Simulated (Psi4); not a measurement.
Psi4 input (wB97X-D/6-31G*):

```
memory 1500 MB

molecule {
0 2
C     0.76790855    1.82364016   -0.04391624
C     0.62963155    0.35318691    0.11098407
C    -0.69356052   -0.31211522   -0.02058613
C    -0.62001186   -1.83764647   -0.04651647
H     1.81220535    2.13398295   -0.09839861
H    -1.61297326   -2.28227293   -0.13047803
H     0.31242600    2.36960137    0.79757930
H     0.25812005    2.18196566   -0.94536723
H    -0.15856476   -2.22048302    0.86655326
H    -0.02182378   -2.18418515   -0.89153036
H     1.45672822   -0.21521369    0.52070677
H    -1.19731332    0.05244074   -0.92589008
H    -1.35261093    0.00177164    0.80703374
symmetry c1
no_reorient
no_com
}

set {
  basis 6-31G*
  reference uks
  scf_type pk
  dft_radial_points 99
  dft_spherical_points 590
  e_convergence 1e-8
  d_convergence 1e-7
  maxiter 150
}

e = energy('wb97x-d')
print_out(f'\nFINAL {e:.10f} DIPOLE {variable("CURRENT DIPOLE")[0]:.6f} {variable("CURRENT DIPOLE")[1]:.6f} {variable("CURRENT DIPOLE")[2]:.6f}\n')
```

From the last part of the output:

```
              A
    DOCC [    16 ]
    SOCC [     1 ]
    NA   [    17 ]
    NB   [    16 ]

  @UKS Final Energy:  -157.73824797623251

   => Energetics <=

    Nuclear Repulsion Energy =            122.3383549466751532
    One-Electron Energy =                -452.5945760345248345
    Two-Electron Energy =                 189.4401550683320181
    DFT Exchange-Correlation Energy =     -16.9171961852971435
    Empirical Dispersion Energy =          -0.0049857714177097
    VV10 Nonlocal Energy =                  0.0000000000000000
    Total Energy =                       -157.7382479762325147

  UHF NO Occupations:
  HONO-2 :   15  A 1.9996479
  HONO-1 :   16  A 1.9988080
  HONO-0 :   17  A 1.0000000
  LUNO+0 :   18  A 0.0011920
  LUNO+1 :   19  A 0.0003521
  LUNO+2 :   20  A 0.0003186
  LUNO+3 :   21  A 0.0002699

Computation Completed

Properties will be evaluated at   0.000000,   0.000000,   0.000000 [a0]

Properties computed using the SCF density matrix

 Multipole Moments:

 ------------------------------------------------------------------------------------
     Multipole            Electronic (a.u.)      Nuclear  (a.u.)        Total (a.u.)
 ------------------------------------------------------------------------------------

 L = 1.  Multiply by 2.5417464519 to convert [e a0] to [Debye]
 Dipole X            :         -0.0449622           -0.0000002           -0.0449624
 Dipole Y            :          0.0427488           -0.0000003            0.0427485
 Dipole Z            :          0.0447568            0.0000003            0.0447570
 Magnitude           :                                                    0.0765000

 ------------------------------------------------------------------------------------

FINAL -157.7382479762 DIPOLE -0.044962 0.042749 0.044757

*** Psi4 exiting successfully. Buy a developer a beer!
```
